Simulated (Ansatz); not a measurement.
# CH4AlN (SMILES C=[N][AlH2]): one structure at several levels

A test off equilibrium: a structure displaced at random from a GFN2-xTB minimum is computed at several levels, and each is set against CCSD(T).

Program: Ansatz 0.2.0, Gaussian basis. Level of theory: single points in def2-TZVPP. These are calculated values, not measurements.

Correlated methods freeze the cores.

### 1 Starting geometry

SMILES `C=[N][AlH2]`, 7 atoms, charge 0, spin multiplicity 1.

Atoms are counted from 1 here; the program's logs count them from 0.

Bond lengths: C1–N2 1.215 Å, C1–H4 1.058 Å, C1–H5 1.096 Å, N2–Al3 1.809 Å, Al3–H6 1.534 Å, Al3–H7 1.578 Å. Angles: N2–C1–H4 122.4°, N2–C1–H5 119.0°, H4–C1–H5 118.5°, C1–N2–Al3 178.3°, N2–Al3–H6 122.7°, N2–Al3–H7 121.3°, H6–Al3–H7 115.9°.

Geometry (Å):

| atom | x (Å) | y (Å) | z (Å) |
| --- | --- | --- | --- |
| C1 | -1.33710 | -0.22120 | -0.72310 |
| N2 | -0.27410 | -0.03010 | -0.16610 |
| Al3 | 1.30340 | 0.20640 | 0.68800 |
| H4 | -1.62500 | -1.17290 | -1.08510 |
| H5 | -2.00770 | 0.62840 | -0.89550 |
| H6 | 1.74260 | 1.56050 | 1.25830 |
| H7 | 2.30430 | -0.99310 | 0.91060 |

### 2 CCSD(T)/def2-TZVPP

File run/in.yaml:

```yaml
crystal:
  periodic: [false, false, false]
  atoms:
    - {symbol: C, position_ang: [-1.337100, -0.221200, -0.723100]}
    - {symbol: N, position_ang: [-0.274100, -0.030100, -0.166100]}
    - {symbol: Al, position_ang: [1.303400, 0.206400, 0.688000]}
    - {symbol: H, position_ang: [-1.625000, -1.172900, -1.085100]}
    - {symbol: H, position_ang: [-2.007700, 0.628400, -0.895500]}
    - {symbol: H, position_ang: [1.742600, 1.560500, 1.258300]}
    - {symbol: H, position_ang: [2.304300, -0.993100, 0.910600]}
basis:
  gaussian: {orbitals: def2-TZVPP}
correlation: {method: ccsd_t}
output: {forces: true}
```

No record of the launch command was kept for these runs.

### 3 PBE0-D4/def2-TZVPP

run/in.yaml: that of step 2 with these lines changed.

```diff
@@ -12,3 +12,3 @@
   gaussian: {orbitals: def2-TZVPP}
-correlation: {method: ccsd_t}
-output: {forces: true}
+hamiltonian: {xc: pbe0, dispersion: d4}
+output: {forces: true, orbitals: {seedname: orbitals}}
```

### 4 wB97M-V/def2-TZVPP

run/in.yaml: that of step 3 with these lines changed.

```diff
@@ -12,3 +12,3 @@
   gaussian: {orbitals: def2-TZVPP}
-hamiltonian: {xc: pbe0, dispersion: d4}
-output: {forces: true, orbitals: {seedname: orbitals}}
+hamiltonian: {xc: {name: wB97M-V}}
+output: {forces: true}
```

### 5 r2SCAN-D4/def2-TZVPP

run/in.yaml: that of step 4 with these lines changed.

```diff
@@ -12,3 +12,3 @@
   gaussian: {orbitals: def2-TZVPP}
-hamiltonian: {xc: {name: wB97M-V}}
+hamiltonian: {xc: r2scan, dispersion: d4}
 output: {forces: true}
```

### 6 PBE-D4/def2-TZVPP

run/in.yaml: that of step 5 with these lines changed.

```diff
@@ -12,3 +12,3 @@
   gaussian: {orbitals: def2-TZVPP}
-hamiltonian: {xc: r2scan, dispersion: d4}
+hamiltonian: {xc: pbe, dispersion: d4}
 output: {forces: true}
```

### 7 r2SCAN0-D4/def2-TZVPP

run/in.yaml: that of step 6 with these lines changed.

```diff
@@ -12,3 +12,3 @@
   gaussian: {orbitals: def2-TZVPP}
-hamiltonian: {xc: pbe, dispersion: d4}
+hamiltonian: {xc: {name: r2SCAN0}, dispersion: d4}
 output: {forces: true}
```

### 8 revPBE-D4/def2-TZVPP

run/in.yaml: that of step 7 with these lines changed.

```diff
@@ -12,3 +12,3 @@
   gaussian: {orbitals: def2-TZVPP}
-hamiltonian: {xc: {name: r2SCAN0}, dispersion: d4}
+hamiltonian: {xc: {name: revPBE}, dispersion: d4}
 output: {forces: true}
```

(Steps that only read results are left out.)

Before running it: what results should come out? Wanted: energy less free atoms, CCSD(T)/def2-TZVPP; RMS force component; RMS force error; HOMO and LUMO, PBE0-D4; T1 diagnostic.

As calculated:

```
                                  quantity                                                                                                value
energy less free atoms, CCSD(T)/def2-TZVPP                                                                                      -527.4 kcal/mol
                       RMS force component                                                                 1.035 to 1.284 eV/Å over the methods
                           RMS force error  PBE0-D4 0.301, wB97M-V 0.254, r2SCAN-D4 0.251, PBE-D4 0.195, r2SCAN0-D4 0.360, revPBE-D4 0.173 eV/Å
                    HOMO and LUMO, PBE0-D4                                                                                   -5.98 and -1.84 eV
                             T1 diagnostic                                                                                                0.012
```

What this shows: Against CCSD(T) the functionals' energies less atoms differ by -24.8 to -5.7 kcal/mol, PBE-D4 by -24.8 kcal/mol. The reference is not at the basis limit: in triple zeta CCSD(T) underbinds, which counts against methods that bind more; the gaps are no ranking. For forces revPBE-D4 does best and r2SCAN0-D4 worst. Frozen-core CCSD(T) forces in triple zeta carry basis errors of their own, and this is one geometry, so small gaps rank nothing.
